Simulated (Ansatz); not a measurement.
Two structures of CH₆SSi, closed shell, reached by relaxing down either side of one saddle point (PBE0-D4/def2-TZVP). Energies are electronic, without zero-point energy. Program: Ansatz 0.2.0. Basis: def2-TZVPP and def2-QZVPP. Cores are frozen in the correlated methods. Extrapolation: Hartree–Fock as exp(−7.88 √X), correlation as X^−2.97. First:

Si1  (-0.670, -0.402, 0.140)
C2  (0.453, 1.082, 0.264)
S3  (0.395, -2.206, -0.311)
H4  (0.815, -1.789, -1.517)
H5  (-1.720, -0.158, -0.885)
H6  (-1.321, -0.696, 1.442)
H7  (-0.123, 1.973, 0.529)
H8  (1.219, 0.923, 1.025)
H9  (0.952, 1.272, -0.689)
(Å)

Second:

Si1  (-1.309, -1.290, 0.073)
C2  (1.035, 1.071, -0.038)
S3  (-0.579, -2.894, -0.735)
H4  (1.196, 0.173, -0.636)
H5  (-2.129, -0.276, -0.638)
H6  (-1.174, -0.917, 1.504)
H7  (0.023, 1.452, -0.191)
H8  (1.192, 0.846, 1.016)
H9  (1.744, 1.835, -0.355)
(Å)

Q: Which bonds change from the first to the second?

A: CH₆SSi ([CH3][SiH2][SH]) → SiH₂S ([SiH2][S]) + CH₄; bonds formed: C2–H4; bonds broken: Si1–C2, S3–H4.

Q: Give the saddle point's structure and its height above each. (To be estimated.)

A: Computed: 237.0 kJ/mol above the first and 131.9 kJ/mol above the second (CCSD(T) at an estimated basis limit (MP2 extrapolated from triple and quadruple zeta, plus CCSD(T) − MP2 in triple zeta)).
Si1  (-0.844, -0.714, 0.078)
C2  (0.634, 0.765, 0.054)
S3  (0.166, -2.177, -0.886)
H4  (0.710, -0.469, -0.496)
H5  (-1.973, 0.002, -0.573)
H6  (-1.068, -0.723, 1.547)
H7  (-0.111, 1.558, -0.063)
H8  (1.089, 0.779, 1.041)
H9  (1.398, 0.980, -0.703)
(Å)

The T1 diagnostic stays at or below 0.017.

Labels in which every atom is bracketed show which atoms are joined, not bond orders.

For scale, one of the runs: CCSD(T)/def2-TZVPP, 199 basis functions, launched by `ansatz run in.yaml --threads 2 --pin off --events-out ev --progress --plain --max-ram 4352MiB`. Hardware: 2 CPU threads of an Arm Neoverse V1, shared host. Wall time 45 s; peak host memory 2.2 GiB.
